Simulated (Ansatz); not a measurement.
**Al₂H (doublet): wave-function methods side by side at angle Al2–Al1–H3 = 69.8°, 6-31G**

Aim: climb from Hartree-Fock through coupled cluster and multireference methods for Al₂H (doublet) at one geometry and basis, and see what each rung misses.

The runs use Ansatz 0.2.0, Gaussian basis; 6-31G, core rule «outside noble gas», up to 10 orbitals frozen.

Plan: UHF; CCSD(T) on ROHF; CCSD(T) on UHF; BCCD(T) on ROHF; CISD; CCSDT(Q) on ROHF; CCSDT(Q) on UHF; CCSDTQ on ROHF; CCSDTQ on UHF; CASSCF and MRCISD+Q, 3 electrons in 3 orbitals; CASSCF and NEVPT2, 3 electrons in 3 orbitals; CASSCF and MRCISD+Q, 7 electrons in 9 orbitals; CASSCF and NEVPT2, 7 electrons in 9 orbitals; Full CI.

12 further runs of the same task are left out: 11 that didn't finish, 1 set aside as unsound or not needed.

## (1) What is computed

The geometry derives from a PBE0/def2-TZVP stationary point (not a proven minimum). One angle is set to the value named; bond lengths are kept.

3 atoms, charge 0, spin multiplicity 2.

Atoms are counted from 1 here; the program's logs count them from 0.

Bond lengths: Al1–Al2 2.677 Å, Al1–H3 1.619 Å. Angles: Al2–Al1–H3 69.8°.

## (2) UHF

File in.yaml:

```yaml
crystal:
  periodic: [false, false, false]
  atoms:
    - {symbol: Al, position_ang: [-1.101970, 0.000000, 0.734771]}
    - {symbol: Al, position_ang: [1.093526, 0.000000, -0.796828]}
    - {symbol: H, position_ang: [0.226045, 0.000000, 1.661207]}
basis:
  gaussian: {orbitals: 6-31G}
magnetization: {spin_polarized: true, initial_magnetization: 1}
hamiltonian: {xc: hf}
output: {orbitals: {seedname: orbitals}}
```

Run with:

```console
ansatz run in.yaml --threads 1 --pin off --events-out ev --progress --plain --max-ram 2393MiB
```

After this run come: CCSD(T) on ROHF; CCSD(T) on UHF; BCCD(T) on ROHF; CISD; CCSDT(Q) on ROHF; CCSDT(Q) on UHF; CCSDTQ on ROHF; CCSDTQ on UHF; CASSCF and MRCISD+Q, 3 electrons in 3 orbitals; CASSCF and NEVPT2, 3 electrons in 3 orbitals; CASSCF and MRCISD+Q, 7 electrons in 9 orbitals; CASSCF and NEVPT2, 7 electrons in 9 orbitals; Full CI.

**Question.** What will the summary of the whole plan be? Wanted: FCI below the RHF energy; RMP2 from FCI; UMP2 from FCI; RCCSD from FCI; RCCSD(T) from FCI; UCCSD(T) from FCI; RCCSDT(Q) from FCI; UCCSDT(Q) from FCI; NEVPT2 pair from FCI.

The runs gave:

| quantity | value |
| --- | --- |
| FCI below the RHF energy | -2.4588 eV |
| RMP2 from FCI | +79.6 kJ/mol |
| UMP2 from FCI | +82.2 kJ/mol |
| RCCSD from FCI | +7.4 kJ/mol |
| RCCSD(T) from FCI | +2.5 kJ/mol |
| UCCSD(T) from FCI | +2.4 kJ/mol |
| RCCSDT(Q) from FCI | +0.1 kJ/mol |
| UCCSDT(Q) from FCI | +0.1 kJ/mol |
| NEVPT2 pair from FCI | +72.0 kJ/mol |
| MRCISD+Q pair from FCI | -4.7 kJ/mol |
| NEVPT2 valence from FCI | +17.4 kJ/mol |
| levels within 1 kcal/mol (43 meV) | RCCSD(T), UCCSD(T), BCCD(T), RCCSDT, UCCSDT, RCCSDT(Q), UCCSDT(Q), RCCSDTQ, UCCSDTQ, MRCISD valence, MRCISD+Q valence |
| T1 diagnostic | 0.033 |
| effectively unpaired electrons | 1.12 |

In words: RCCSD(T) misses by +2.5 kJ/mol, 1.0 % of the correlation energy. MRCISD+Q pair falls below full CI: the +Q correction isn't variational, and the cores differ from full CI's. One determinant dominates. Of the multireference levels listed MRCISD+Q valence comes nearest in total energy (+0.9 kJ/mol), which doesn't show that its space is the better one. These misses are within one basis, not against nature; the frozen cores of restricted and unrestricted runs differ, which can shift their rows.
